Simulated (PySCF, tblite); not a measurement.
**LiNH₃+, an ion with solvent molecules: NMR shifts, interaction energy, infrared bands, spin-spin couplings and core binding energies**

The task here is to estimate one member of a computed series from the others.

Computed with tblite 0.8.0 and PySCF 2.14.0; each step states its level. No surroundings beyond the atoms listed, unless a continuum is named. Atoms count from 0, parts from 1.

## Starting point

5 atoms, charge 1, multiplicity 1; geometry: rigid parts in contact. Parts: 1 = atom 0, `[Li+]`, charge 1; 2 = atoms 1–4, `N`, charge 0.

Set-up of the first run:

What the job is given:

```
{"job": {"kind": "dock", "xc": "GFN2-xTB", "basis": "xTB"}, "charge": 1, "multiplicity": 1, "parts": [{"atoms": "0-0", "charge": 1, "multiplicity": 1}, {"atoms": "1-4", "charge": 0, "multiplicity": 1}]}
Li     0.000000     0.000000     0.000000
N     -0.279494    -1.906421    -1.434497
H      0.146663    -1.460688    -2.237691
H     -1.007635    -2.521955    -1.775697
H      0.426776    -2.481243    -0.991431
```

With the program's defaults for keys left out, this is: GFN2-xTB search for minima from random contacts, gas phase.

The run is started by

```sh
$ OMP_NUM_THREADS=1 python cluster_run.py task.json out
```

This one command runs all jobs of the session in turn.

Among the steps run: Search for minima with GFN2-xTB; Relaxing the molecule at PBE0-D3(BJ)/def2-TZVPD; Shielding tensors: PBE0/pcSseg-2; Coupled-cluster interaction energy: CCSD(T) and MP2.

One of the session's tables, all rows but one given; the rest of the session is left out.

It belongs to the step «Coupled-cluster interaction energy: CCSD(T) and MP2». 

```
                 method  interaction energy (kcal/mol)
         HF/aug-cc-pVDZ                         -39.71
        MP2/aug-cc-pVDZ                         -37.58
       CCSD/aug-cc-pVDZ                         -37.63
    CCSD(T)/aug-cc-pVDZ                         -37.33
         HF/aug-cc-pVQZ                              ?
        MP2/aug-cc-pVQZ                         -38.79
    SCS-MP2/aug-cc-pVQZ                         -38.89
      MP2, extrapolated                         -38.91
CCSD(T), limit estimate                         -38.66
```

Q: Estimate the row for HF/aug-cc-pVQZ from the others.

The run gave: interaction energy (kcal/mol): -40.61. In the column «interaction energy (kcal/mol)» it is the lowest.
